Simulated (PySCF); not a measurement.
C₂H₆S.
Numbering: `[CH3:1][CH2:2][SH:3]` (hydrogens: H4, H5, H6 on C1; H7, H8 on C2; H9 on S3)

Cartesian coordinates in Å at the GFN2-xTB level; atoms count from 1:
```
atom  x, y, z in Å
C1    -0.7926    0.5312    0.1011
C2     0.0980   -0.6775   -0.1095
S3     1.7155   -0.4998    0.7262
H4    -1.7637    0.3591   -0.3593
H5    -0.3494    1.4195   -0.3460
H6    -0.9388    0.7154    1.1631
H7    -0.3408   -1.5718    0.3318
H8     0.2882   -0.8595   -1.1673
H9     2.0972    0.5894    0.0620
```

Computed, not measured: PBE0/def2-SVPD in PySCF (dipole) on a GFN2-xTB geometry, gas phase.

Masses are those of the commonest isotopes; rigid-rotor values at the optimised geometry. The values belong to one conformer with, in the numbering `[CH3:1][CH2:2][SH:3]`, C1–C2–S3–H -60°.

(1) What are A, B and C (MHz)?

(2) What kind of rotor is it?

(3) Is it planar, by Δ = Ic − Ia − Ib?

(4) Give the other two planar moments, Paa and Pbb, and the rms extents of the mass along the axes.

(5) Where do the levels up to J = 2 lie, in MHz?

(6) Predict some low-J microwave lines.

## Answers

(1) Ia = 17.72, Ib = 94.09, Ic = 103.07 u·Å²; 505379 MHz·u·Å²/I gives A = 28517, B = 5371, C = 4903 MHz.

(2) A near-prolate asymmetric top; Ray's κ = -0.960.

(3) Not planar: Δ = Ic − Ia − Ib = -8.75 u·Å². For a rigid frame Δ = −2 Σ m c², so Σ m c² = 4.37 u·Å² lies off the ab plane: 4.27 from hydrogen and 0.10 from heavier atoms. The atom farthest from that plane is 1.04 Å away.

(4) Paa = Σ m a² = (Ib + Ic − Ia)/2 = 89.72 and Pbb = Σ m b² = (Ia + Ic − Ib)/2 = 13.35 u·Å². With the mass M = 62.02 u, the rms extents √(P/M) along a, b and c are 1.20, 0.46, 0.27 Å.

(5) Above 0(0,0):
J = 1: 1(0,1) 10275, 1(1,1) 33420, 1(1,0) 33888
J = 2: 2(0,2) 30817, 2(1,2) 53502, 2(1,1) 54905, 2(2,1) 124342, 2(2,0) 124349
Those of J = 1 are B + C, A + C and A + B.

(6) The dipole components are |μa| = 1.65 D, |μb| = 0.19 D, |μc| = 0.64 D. The squared components, which scale the intensities, stand as 1.00 : 0.01 : 0.15 (a : b : c). Some lines, for components of 0.1 D or more:

```tsv
type	branch	J(Ka,Kc)	MHz	lower level (cm⁻¹)
a	Q	2(1,1) ← 2(1,2)	1403	1.785
a	Q	3(1,2) ← 3(1,3)	2806	2.789
b	R	3(0,3) ← 2(1,2)	8111	1.785
a	R	1(0,1) ← 0(0,0)	10275	0.000
c	Q	1(1,1) ← 1(0,1)	23146	0.343
b	Q	1(1,0) ← 1(0,1)	23613	0.343
a	R	3(1,3) ← 2(1,2)	30118	1.785
a	R	3(2,2) ← 2(2,1)	30824	4.148
a	R	3(1,2) ← 2(1,1)	31521	1.831
b	R	2(1,2) ← 1(0,1)	43227	0.343
b	R	3(1,3) ← 2(0,2)	52803	1.028
c	Q	3(2,2) ← 3(1,2)	68740	2.883
b	Q	3(2,1) ← 3(1,2)	68775	2.883
c	Q	2(2,1) ← 2(1,1)	69437	1.831
b	Q	3(2,2) ← 3(1,3)	71546	2.789
c	R	2(2,0) ← 1(1,0)	90461	1.130
b	R	3(2,2) ← 2(1,1)	100261	1.831
c	R	3(2,1) ← 2(1,1)	100296	1.831
c	R	3(2,2) ← 2(1,2)	101664	1.785
b	R	3(2,1) ← 2(1,2)	101699	1.785
c	Q	3(3,1) ← 3(2,1)	116867	5.177
b	Q	3(3,0) ← 3(2,1)	116867	5.177
b	Q	3(3,1) ← 3(2,2)	116902	5.176
b	R	3(3,1) ← 2(2,0)	147719	4.148
```

Not checked by GFN2-xTB frequencies. Zero-point vibration and centrifugal distortion are left out. A rigid rotor knows nothing of internal rotation, which can split or shift real lines.

On one thread, Arm Neoverse V2, on a shared host, this took 5.4 s. This is the PBE0/def2-SVPD job that gave the dipole, with the excitations it also computed.
